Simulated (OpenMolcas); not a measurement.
# OH (SMILES [OH]): levels of theory compared

Aim: a comparison of 6 runs (ROMP2/pcseg-0, ROMP2/pcseg-1, ROMP2/aug-pcseg-1, ROMP2/pcseg-2, ROMP2/aug-pcseg-2, ROMP2/pcseg-3) of OH. 

Program for the calculation: OpenMolcas 26.06.

## Step 1: The structure to begin with

OH has 2 atoms, charge 0, and is taken as a doublet. As SMILES, `[OH]`. Geometry: relaxed at PBE0-D4/def2-TZVP.

Bond lengths: O1–H2 0.973 Å.

## Step 2: The energy at ROMP2/pcseg-0 (run 1)

File mol.xyz:

```xyz
2

O      0.415880    -0.133150     0.214550
H     -0.415880     0.133150    -0.214550
```

File job.input:

```
&GATEWAY
  BasLib=$CurrDir
  Coord=mol.xyz
  Basis=pcseg-0
  Group=NoSym

&SEWARD

&SCF
  UHF
  Spin=2
  PrOrbitals=0

&RASSCF
  FileOrb=$Project.UnaOrb
  Spin=2
  Nactel=1 0 0
  Inactive=4
  Ras2=1
  OutOrbitals=Canonical
  OrbListing=Nothing

&CASPT2
  IPEA=0.0
  Frozen=1
```

The basis set pcseg-0 is read from a file made from the Basis Set Exchange's data (not shown).

Run with:

```bash
$ export MOLCAS_MEM=1860
$ pymolcas job.input > job.log
```

The program printed:

```text
--- Start Module: gateway ---
[...]
--- Stop Module: gateway /rc=_RC_ALL_IS_WELL_ ---
[...]
      Basis functions           11
[...]
       Convergence after  10 Iterations
[...]
::    Total SCF energy                                -75.1608926007
[...]
      Total spin, S                                     0.5015790041
[...]
--- Start Module: rasscf ---
[...]
      Number of active orbitals                  1
[...]
      Spin quantum number                      0.5
[...]
      Active orbitals                            1
[...]
      Number of CSFs                             1
[...]
      Number of root(s) required                 1
[...]
      Convergence after  5 iterations
[...]
      printout of CI-coefficients larger than  0.05 for root  1
      energy=     -75.159700
      conf/sym  1     Coeff  Weight
             1  u   1.00000 1.00000
      Natural orbitals and occupation numbers for root  1
      sym 1:   1.000000
      ************************************************************************************************************************
      *                                                    Final results                                                     *
[...]
::    RASSCF root number  1 Total energy:    -75.15969954
[...]
      Total electronic charge=    9.000000
      Total            charge=   -0.000000
[...]
      Dipole Moment (debye):
      Origin of the operator (angstrom)=    0.3666   -0.1174    0.1891
                   X= -1.7820E+00               Y=  5.7055E-01               Z= -9.1934E-01           Total=  2.0848E+00
      Quadrupole Moment (debye*angstrom):
[...]
--- Stop Module: rasscf /rc=_RC_ALL_IS_WELL_ ---
--- Start Module: caspt2 ---
[...]
 ###    WARNING: User changed nr of frozen orbitals.                         ###
 ###############################################################################
[...]
      E2 (Variational):          -0.0921811510
      Total energy:             -75.2518806877
[...]
      Reference weight:           0.97685
[...]
::    CASPT2 Root  1     Total energy:    -75.25188069
[...]
--- Stop Module: caspt2 /rc=_RC_ALL_IS_WELL_ ---
[...]
```

Wall time 3.9 s (1 thread of Arm Neoverse N1, shared host); peak memory 0.37 GiB.

## Step 3: A single-point energy at ROMP2/pcseg-1 (run 2)

mol.xyz is that of step 2.

File job.inp:

```
>>> EXPORT MOLCAS_PRINT=2
&GATEWAY
BASLIB
$CurrDir
COORD
mol.xyz
BASIS
pcseg-1
GROUP
NoSym
&SEWARD
&SCF
UHF
SPIN
2
PRORBITALS
0
&RASSCF
FILEORB
$Project.UnaOrb
SPIN
2
NACTEL
1 0 0
INACTIVE
4
RAS2
1
OUTORBITALS
Canonical
ORBLISTING
Nothing
&CASPT2
IPEA
0.0
FROZEN
1
```

The basis set pcseg-1 is read from a file made from the Basis Set Exchange's data (not shown).

Run with:

```bash
$ export MOLCAS_MEM=1860
$ pymolcas job.inp > job.log
```

The program printed:

```text
--- Start Module: gateway ---
[...]
--- Stop Module: gateway /rc=_RC_ALL_IS_WELL_ ---
[...]
      Basis functions           19
[...]
       Convergence after  10 Iterations
[...]
::    Total SCF energy                                -75.3688787662
[...]
      Total spin, S                                     0.5024127666
[...]
--- Start Module: rasscf ---
[...]
      Number of active orbitals                  1
[...]
      Spin quantum number                      0.5
[...]
      Active orbitals                            1
[...]
      Number of CSFs                             1
[...]
      Number of root(s) required                 1
[...]
      Convergence after  6 iterations
[...]
      printout of CI-coefficients larger than  0.05 for root  1
      energy=     -75.365071
      conf/sym  1     Coeff  Weight
             1  u   1.00000 1.00000
      Natural orbitals and occupation numbers for root  1
      sym 1:   1.000000
      ************************************************************************************************************************
      *                                                    Final results                                                     *
[...]
::    RASSCF root number  1 Total energy:    -75.36507149
[...]
      Total electronic charge=    9.000000
      Total            charge=   -0.000000
[...]
      Dipole Moment (debye):
      Origin of the operator (angstrom)=    0.3666   -0.1174    0.1891
                   X= -1.6024E+00               Y=  5.1303E-01               Z= -8.2667E-01           Total=  1.8746E+00
      Quadrupole Moment (debye*angstrom):
[...]
--- Stop Module: rasscf /rc=_RC_ALL_IS_WELL_ ---
--- Start Module: caspt2 ---
[...]
 ###    WARNING: User changed nr of frozen orbitals.                         ###
 ###############################################################################
[...]
      E2 (Variational):          -0.1586690120
      Total energy:             -75.5237405045
[...]
      Reference weight:           0.96009
[...]
::    CASPT2 Root  1     Total energy:    -75.52374050
[...]
--- Stop Module: caspt2 /rc=_RC_ALL_IS_WELL_ ---
[...]
```

Run time: 3.9 s. Hardware: 1 thread of Arm Neoverse N1, shared host; peak memory 0.37 GiB.

Runs 3 to 5 aren't shown in full; the table further down has their settings and results.

## Step 4: The energy at ROMP2/pcseg-3 (run 6)

mol.xyz is that of step 3.

File job.inp:

```
* HO ROMP2
&gateway
baslib
$CurrDir
coord
mol.xyz
basis
pcseg-3
group
NoSym
&seward
&scf
uhf
spin
2
prorbitals
0
&rasscf
fileorb
$Project.UnaOrb
spin
2
nactel
1 0 0
inactive
4
ras2
1
outorbitals
Canonical
orblisting
Nothing
&caspt2
ipea
0.0
frozen
1
```

The basis set pcseg-3 is read from a file made from the Basis Set Exchange's data (not shown).

Run with:

```bash
$ export MOLCAS_MEM=1860
$ pymolcas job.inp > job.log
```

The program printed:

```text
--- Start Module: gateway ---
[...]
--- Stop Module: gateway /rc=_RC_ALL_IS_WELL_ ---
[...]
      Basis functions           93
[...]
       Convergence after  11 Iterations
[...]
::    Total SCF energy                                -75.4263672362
[...]
      Total spin, S                                     0.5035154120
[...]
--- Start Module: rasscf ---
[...]
      Number of active orbitals                  1
[...]
      Spin quantum number                      0.5
[...]
      Active orbitals                            1
[...]
      Number of CSFs                             1
[...]
      Number of root(s) required                 1
[...]
      Convergence after  7 iterations
[...]
      printout of CI-coefficients larger than  0.05 for root  1
      energy=     -75.421359
      conf/sym  1     Coeff  Weight
             1  u   1.00000 1.00000
      Natural orbitals and occupation numbers for root  1
      sym 1:   1.000000
      ************************************************************************************************************************
      *                                                    Final results                                                     *
[...]
::    RASSCF root number  1 Total energy:    -75.42135897
[...]
      Total electronic charge=    9.000000
      Total            charge=   -0.000000
[...]
      Dipole Moment (debye):
      Origin of the operator (angstrom)=    0.3666   -0.1174    0.1891
                   X= -1.5115E+00               Y=  4.8392E-01               Z= -7.7975E-01           Total=  1.7682E+00
      Quadrupole Moment (debye*angstrom):
[...]
--- Stop Module: rasscf /rc=_RC_ALL_IS_WELL_ ---
[...]
--- Start Module: caspt2 ---
[...]
 ###    WARNING: User changed nr of frozen orbitals.                         ###
 ###############################################################################
[...]
      E2 (Variational):          -0.2265082479
      Total energy:             -75.6478672148
[...]
      Reference weight:           0.95055
[...]
::    CASPT2 Root  1     Total energy:    -75.64786721
[...]
--- Stop Module: caspt2 /rc=_RC_ALL_IS_WELL_ ---
[...]
```

Wall time 17 s (1 thread of Arm Neoverse N1, shared host); peak memory 0.51 GiB.

## Step 5: Overview of the runs

```csv
run,level,energy (Eh),wall time
1,ROMP2/pcseg-0,-75.251881,3.9 s
2,ROMP2/pcseg-1,-75.523741,3.9 s
3,ROMP2/aug-pcseg-1,-75.536668,4.2 s
4,ROMP2/pcseg-2,-75.620929,4.8 s
5,ROMP2/aug-pcseg-2,-75.623483,8.1 s
6,ROMP2/pcseg-3,-75.647867,17 s
```

## Step 6: Results

| quantity | value |
| --- | --- |
| run 6: total energy | -75.64787 Eh |

In words: Over the runs the total energy spans 10.775 eV. All runs together took 42 s, the longest 17 s.
